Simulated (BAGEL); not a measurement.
**HF/STO-3G (density fitting with qzvpp-jkfit) run of SiPH5 (SMILES [SiH3]P)**

What is the energy change on altering one bond length of SiPH5 at HF/STO-3G (density fitting with qzvpp-jkfit)? 

Program for the calculation: BAGEL 1.2.2.

1 further run of the same task is left out (set aside as unsound or not needed).

## (1) The system as given

SiPH5: 7 atoms, total charge 0, spin state singlet. SMILES: `[SiH3]P`. Geometry: relaxed at GFN2-xTB.

Bond lengths: Si1–P2 2.234 Å, Si1–H3 1.462 Å, Si1–H4 1.462 Å, Si1–H5 1.465 Å, P2–H6 1.383 Å, P2–H7 1.383 Å. Angles: Si1–P2–H6 95.7°, Si1–P2–H7 95.8°, P2–Si1–H3 106.9°, P2–Si1–H4 106.8°, P2–Si1–H5 113.1°, H6–P2–H7 92.2°, H3–Si1–H4 111.1°, H3–Si1–H5 109.5°, H4–Si1–H5 109.5°.

## (2) A single-point energy at HF/STO-3G (density fitting with qzvpp-jkfit)

Contents of hf.json:

```json
{ "bagel" : [

{
  "title" : "molecule",
  "basis" : "sto-3g",
  "df_basis" : "qzvpp-jkfit",
  "angstrom" : true,
  "geometry" : [
    { "atom" : "Si", "xyz" : [   -0.640830,   -0.361550,   -0.395920 ] },
    { "atom" : "P", "xyz" : [    1.061310,   -0.009120,    1.007680 ] },
    { "atom" : "H", "xyz" : [   -1.825500,   -0.602940,    0.426340 ] },
    { "atom" : "H", "xyz" : [   -0.298920,   -1.544330,   -1.184630 ] },
    { "atom" : "H", "xyz" : [   -0.890510,    0.768910,   -1.293660 ] },
    { "atom" : "H", "xyz" : [    0.664680,    1.260240,    1.387120 ] },
    { "atom" : "H", "xyz" : [    1.929760,    0.488790,    0.053060 ] }
  ]
},
{ "title" : "hf" },
{ "title" : "print", "file" : "orbitals.molden", "orbitals" : true }

]}
```

The run is started by

```bash
$ BAGEL_NUM_THREADS=1 BAGEL hf.json > hf.out
```

Log:

```text
* using 1 threads per process

  ===============================================================
  ===============================================================

  *** Geometry ***

  { "atom" : "Si", "xyz" : [     -1.210993,     -0.683230,     -0.748180 ] },
  { "atom" : "P", "xyz" : [      2.005585,     -0.017234,      1.904239 ] },
  { "atom" : "H", "xyz" : [     -3.449695,     -1.139391,      0.805666 ] },
  { "atom" : "H", "xyz" : [     -0.564877,     -2.918361,     -2.238626 ] },
  { "atom" : "H", "xyz" : [     -1.682820,      1.453029,     -2.444663 ] },
  { "atom" : "H", "xyz" : [      1.256063,      2.381508,      2.621277 ] },
  { "atom" : "H", "xyz" : [      3.646718,      0.923679,      0.100269 ] },

  Number of auxiliary basis functions:      346

  Since a DF basis is specified, we compute 2- and 3-index integrals:
    o Being stored without compression. Storage requirement is 0.001 GB

  Number of basis functions:       23
  Number of electrons      :       34

    * METHOD: MOLECULE                             0.07

  *** RHF ***

  === Nuclear Repulsion ===
    91.5029754670

      * DIIS with orbital gradients will be used.

  === RHF iteration (sto-3g) ===
      0       -625.41327951          0.00643804           0.01
      1       -625.42438435          0.00126907           0.01
      2       -625.42488768          0.00030851           0.01
      3       -625.42492635          0.00003083           0.01
      4       -625.42492697          0.00000669           0.01
      5       -625.42492700          0.00000060           0.01
      6       -625.42492700          0.00000015           0.01
      7       -625.42492700          0.00000002           0.01
      8       -625.42492700          0.00000000           0.01
    * SCF iteration converged.

    * Permanent dipole moment:
           (    0.108384,    -0.166966,     0.198433) a.u.

    * METHOD: HF                                   0.12

    * METHOD: PRINT                                0.00

  ===============================================================
```

It took 0.34 s on 1 thread of Arm Neoverse V2, shared host.

## (3) The distorted shape at the same level

Contents of job.json:

```json
{ "bagel": [

{
  "title": "molecule",
  "basis": "sto-3g",
  "df_basis": "qzvpp-jkfit",
  "angstrom": true,
  "geometry": [
    { "atom": "Si", "xyz": [   -0.323532,   -1.377020,   -0.699467 ] },
    { "atom": "P", "xyz": [    1.378608,   -1.024590,    0.704133 ] },
    { "atom": "H", "xyz": [   -1.508202,   -1.618410,    0.122793 ] },
    { "atom": "H", "xyz": [    0.018378,   -2.559800,   -1.488177 ] },
    { "atom": "H", "xyz": [   -0.573212,   -0.246560,   -1.597207 ] },
    { "atom": "H", "xyz": [    0.664680,    1.260240,    1.387120 ] },
    { "atom": "H", "xyz": [    2.247058,   -0.526680,   -0.250487 ] }
  ]
},
{ "title": "hf" },
{ "title": "print", "file": "orbitals.molden", "orbitals": true }

]}
```

The run is started by

```bash
$ BAGEL_NUM_THREADS=1 BAGEL job.json > job.out
```

Log:

```text
* using 1 threads per process

  ===============================================================
  ===============================================================

  *** Geometry ***

  { "atom" : "Si", "xyz" : [     -0.611387,     -2.602191,     -1.321801 ] },
  { "atom" : "P", "xyz" : [      2.605192,     -1.936194,      1.330619 ] },
  { "atom" : "H", "xyz" : [     -2.850089,     -3.058352,      0.232045 ] },
  { "atom" : "H", "xyz" : [      0.034729,     -4.837321,     -2.812247 ] },
  { "atom" : "H", "xyz" : [     -1.083214,     -0.465931,     -3.018284 ] },
  { "atom" : "H", "xyz" : [      1.256063,      2.381508,      2.621277 ] },
  { "atom" : "H", "xyz" : [      4.246324,     -0.995281,     -0.473352 ] },

  Number of auxiliary basis functions:      346

  Since a DF basis is specified, we compute 2- and 3-index integrals:
    o Being stored without compression. Storage requirement is 0.001 GB

  Number of basis functions:       23
  Number of electrons      :       34

    * METHOD: MOLECULE                             0.07

  *** RHF ***

  === Nuclear Repulsion ===
    88.2109487129

      * DIIS with orbital gradients will be used.

  === RHF iteration (sto-3g) ===
      0       -625.14320648          0.01261030           0.01
      1       -625.17952251          0.00901624           0.01
      2       -625.19740239          0.00094871           0.01
      3       -625.19780888          0.00035524           0.01
      4       -625.19788541          0.00015750           0.01
      5       -625.19790517          0.00003073           0.01
      6       -625.19790579          0.00000739           0.01
      7       -625.19790582          0.00000140           0.01
      8       -625.19790582          0.00000037           0.01
      9       -625.19790582          0.00000011           0.01
     10       -625.19790582          0.00000003           0.01
     11       -625.19790582          0.00000001           0.01
    * SCF iteration converged.

    * Permanent dipole moment:
           (   -0.043263,     0.440475,     0.480937) a.u.

    * METHOD: HF                                   0.14

    * METHOD: PRINT                                0.00

  ===============================================================
```

Run time: 0.36 s. Hardware: 1 thread of Arm Neoverse V2, shared host.

## (4) What came out

Level: HF/STO-3G (density fitting with qzvpp-jkfit).

| quantity | value |
| --- | --- |
| first shape: total energy | -625.42493 Eh |
| first shape: dipole moment | 0.71 D |
| first shape: HOMO energy | -7.27 eV |
| first shape: LUMO energy | 11.03 eV |
| first shape: HOMO–LUMO gap | 18.30 eV |
| distorted shape: total energy | -625.19791 Eh |
| distorted shape: dipole moment | 1.66 D |
| distorted shape: HOMO energy | -5.67 eV |
| distorted shape: LUMO energy | 4.01 eV |
| distorted shape: HOMO–LUMO gap | 9.68 eV |
| energy change with the P2–H6 bond stretched from 1.383 to 2.489 Å | 6.178 eV |

In words: One bond (distorted shape) is far stretched, which a spin-restricted single reference describes badly; a broken-symmetry solution may lie lower. With the P2–H6 bond stretched from 1.383 to 2.489 Å the energy rises by 6.18 eV (596 kJ/mol). The first shape isn't relaxed at this level, so the change isn't measured from a minimum. A restricted reference can't describe the breaking bond well at this length. The minimal basis adds a large error of its own.
